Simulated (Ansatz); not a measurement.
Program: Ansatz. Geometries: PBE0-D4/def2-TZVP. ΔE: electronic, gas phase. CBS: MP2 limit from def2 TZ/QZ plus the TZ coupled-cluster correction, frozen cores. This one scheme is used for every species, atoms too. DFT in def2-TZVPP. B3LYP here is the variant with VWN-RPA as its local correlation; programs differ in this. HSE06 is defined as in plane-wave codes. No spin–orbit coupling; open shells (•) take unrestricted orbitals. Spin–orbit coupling would lower the free atoms: a little for C, O. Each species was taken in one conformer, which may not be the lowest.

Reaction (atomization): `CO/C=C/N` → 3 C• + 7 H• + N• + O•

`CO/C=C/N`:

Z-matrix (Å, degrees):
```
C
O 1 1.401
H 1 1.098 2 111.3
H 1 1.089 2 106.8 3 119.2
H 1 1.098 2 111.3 3 -121.4
C 2 1.357 1 116.2 3 60.7
C 6 1.334 2 127.5 1 2.4
H 6 1.085 2 110.8 1 -179.4
N 7 1.405 6 124.2 2 172.9
H 7 1.083 6 121.3 2 -1.8
H 9 1.011 7 112.8 6 133.8
H 9 1.011 7 112.9 6 9.4
```

```csv
level,ΔE (eV),difference from CCSD(T)/CBS
revPBE-D4,48.74,0.25
B3LYP-D4,48.73,0.24
HSE06-D4,48.93,0.44
ωB97M-V,48.73,0.24
MP2/def2-SVP,46.55,-1.94
SCS-MP2/def2-TZVPP,47.80,-0.69
CCSD/def2-TZVPP,46.37,-2.12
SCS-MP2/def2-QZVPP,48.69,0.20
HF/CBS(def2),34.09,-14.40
MP2/CBS(def2),49.30,0.81
CCSD(T)/CBS,48.49,0
```

Largest T1 diagnostic among the species: 0.012.

From r2SCAN to r2SCAN0 (25 % exact exchange), in def2-TZVPP and without D4, ΔE moves by −0.91 eV: exact exchange takes away binding that semilocal exchange gives to molecules. The D4 term adds +0.31 eV with B3LYP and +0.16 eV with PBE0; it sums over pairs of atoms, weighted by their polarisabilities, and B3LYP, whose exchange is more repulsive, gets the larger term. At CCSD(T), def2-SVP lies −2.46 eV from the extrapolated value and def2-TZVPP −1.32 eV: correlation converges slowly with the basis, and small sets miss more of it in the bonded molecule than in its fragments.

For atomizations the MP2-based limit and the directly extrapolated one differ by several kJ/mol either way, and by 10 to 25 for some Ge, Se and Sn compounds, so smaller differences from it don't rank the levels.
